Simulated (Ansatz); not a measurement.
# BeO+ (sextet): the correlation ladder, def2-QZVPP

An exercise on one series of results from a longer session: the logs are not shown, and one member is left open.

Computed with Ansatz 0.2.0, Gaussian basis. Level: def2-QZVPP, core rule «outside noble gas», up to 2 orbitals frozen.

Plan: UHF; ROHF; CCSD(T) on UHF.

**The geometry**

The geometry is a PBE0/def2-TZVP stationary point (not a proven minimum) of the parent state, kept for this charge and spin.

2 atoms, charge 1, spin multiplicity 6.

Atoms are counted from 1 here; the program's logs count them from 0.

Bond lengths: O1–Be2 1.863 Å.

Set-up of the first run:

in.yaml

```yaml
crystal:
  periodic: [false, false, false]
  atoms:
    - {symbol: O, position_ang: [0.000000, 0.000000, 0.000000]}
    - {symbol: Be, position_ang: [0.000000, 0.000000, 1.862800]}
basis:
  gaussian: {orbitals: "def2-QZVPP.json"}
total_charge: 1
magnetization: {spin_polarized: true, initial_magnetization: 5}
hamiltonian: {xc: hf}
output: {orbitals: {seedname: orbitals}}
```

On the command line:

```sh
ansatz run in.yaml --threads 1 --pin off --events-out ev --progress --plain --max-ram 2393MiB
```

Among the steps run: UHF; ROHF; CCSD(T) on UHF.

One of the session's tables, all rows but one given; the rest of the session is left out.

```
  method  from UCCSD(T) (meV)
    ROHF              +3725.7
     UHF                    ?
    UMP2               +510.8
   UCCSD                +63.3
UCCSD(T)                    0
```

**Question.** Estimate the row for UHF.

The run gave: from UCCSD(T) (meV): +3604.1. In the column «from UCCSD(T) (meV)» it lies between UMP2 (+510.8) and ROHF (+3725.7).
